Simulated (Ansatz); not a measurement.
This geometry of BClH5N (8 atoms, charge 0, multiplicity 1) is a first-order saddle point.

All numbers below come from Ansatz 0.2.0, RKS r2SCAN/6-31G*.

```xyz
8
Properties=species:S:1:pos:R:3
B 0.103 0.384 0.103
H -0.050 -0.302 1.291
Cl 1.494 -0.432 -0.734
H -0.982 0.289 -0.392
N 0.390 1.784 0.706
H 1.364 2.048 0.802
H -0.195 2.555 0.405
H 0.068 0.661 1.482
```

(1) Which two structures does it join? (They come from a converged band through this point; their orientation in space is the band's.)

(2) How far does it lie above each of them?

Answers

(1) Bonds broken: B1–H2, N5–H8. Bonds formed: H2–H8. BClH5N becomes BClH3N + H2.

Image 0:

```xyz
8
Properties=species:S:1:pos:R:3
B 0.078 0.109 0.210
H 0.258 -0.658 1.123
Cl 1.401 -0.029 -1.101
H -1.031 0.127 -0.261
N 0.325 1.610 0.826
H 1.270 1.688 1.207
H 0.235 2.313 0.090
H -0.344 1.828 1.568
```

Image 10:

```xyz
8
Properties=species:S:1:pos:R:3
B 0.222 0.700 -0.816
H -0.213 0.026 3.329
Cl 1.548 -0.362 -1.342
H -0.862 0.551 -1.291
N 0.471 1.683 0.136
H 1.379 1.836 0.557
H -0.253 2.309 0.463
H -0.100 0.242 2.627
```

(2) 44.1 kcal/mol above the first and 42.3 kcal/mol above the second. This is the barrier of this one path; another mechanism may lie lower. The orbitals stay closed-shell, which can raise the energy where a bond breaks towards radicals; this wasn't checked here.

Time of the run: 4.4 min on 1 thread of Intel(R) Xeon(R) Platinum 8488C (Sapphire Rapids), on a shared host, peak memory 0.14 GiB.
